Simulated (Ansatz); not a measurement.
Cohesive energy of rock-salt HfN at several levels of theory

No measured value is used here.

```json
[
 {"level (code)": "PBE (Ansatz)", "value (eV/atom)": "7.50", "cell (Å³/atom)": "11.76"},
 {"level (code)": "PBEsol-D3(BJ) (Ansatz)", "value (eV/atom)": "8.52", "cell (Å³/atom)": "11.18"},
 {"level (code)": "r²SCAN+rVV10 (Ansatz)", "value (eV/atom)": "7.71", "cell (Å³/atom)": "11.50"},
 {"level (code)": "r²SCANh (Ansatz)", "value (eV/atom)": "7.31", "cell (Å³/atom)": "11.54"}
]
```

Free atoms are spin-polarised, in the lowest state found; at levels without +SOC their spin–orbit coupling is left out.  Density-functional levels without +SOC have no spin–orbit coupling, which shifts binding energies of heavy elements. r²SCANh: the free atom's electronic state is in doubt. Each level is taken at its own relaxed cell. Cutoffs and k meshes differ between the levels. Ansatz's density-functional and Hartree–Fock values are scalar-relativistic unless marked +SOC, with PAW data made under PBE.

Ansatz is a first-principles code.
